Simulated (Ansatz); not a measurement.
C$_{2}$H$_{3}$FO$_{2}$, SMILES `FC1OCO1`, 8 atoms. The species carries charge 0 and has multiplicity 1. All runs use 2 threads of an Arm Neoverse V1 on a shared host. Correlated methods freeze the cores.

**Question.** How many basis functions does each run have, and how long does it take in Ansatz? RKS r2SCANh-D4/def2-TZVPP energy; RKS PBE0-D4/def2-QZVPP energy; direct RPA on PBE orbitals/def2-TZVPP energy; RKS r2SCAN-D4/def2-TZVPP energy and forces; RKS HSE06 (plane-wave form)-D4/def2-TZVPP energy; RHF-MP2/def2-QZVPP energy; RKS ωB97M-V/def2-QZVPP energy; RKS ωB97X-V/def2-TZVPP energy; RKS PBE0-D4/def2-TZVP frequencies; RHF-CCSD(T)/def2-TZVPP energy; RKS PBE0-D4/def2-TZVP relaxation (4 steps); RKS PBE0-D4/def2-SVP energy. (An estimate is asked.)

**Answer.** Ansatz gave: Other jobs shared the machine, so times are rough.

```tsv
level	job	functions	wall time	peak host memory (GiB)
RKS PBE0-D4/def2-SVP	energy	85	1.2 s	0.4
RKS HSE06 (plane-wave form)-D4/def2-TZVPP	energy	197	3.6 s	0.41
RKS r2SCANh-D4/def2-TZVPP	energy	197	6 s	0.41
RKS r2SCAN-D4/def2-TZVPP	energy and forces	197	6 s	0.22
direct RPA on PBE orbitals/def2-TZVPP	energy	197	7 s	0.4
RKS ωB97X-V/def2-TZVPP	energy	197	9 s	0.49
RKS PBE0-D4/def2-QZVPP	energy	375	10 s	0.91
RKS PBE0-D4/def2-TZVP	relaxation (4 steps)	173	19 s	0.35
RKS ωB97M-V/def2-QZVPP	energy	375	23 s	1.1
RHF-MP2/def2-QZVPP	energy	375	24 s	1.8
RHF-CCSD(T)/def2-TZVPP	energy	197	47 s	1.8
RKS PBE0-D4/def2-TZVP	frequencies	173	78 s	0.4
```
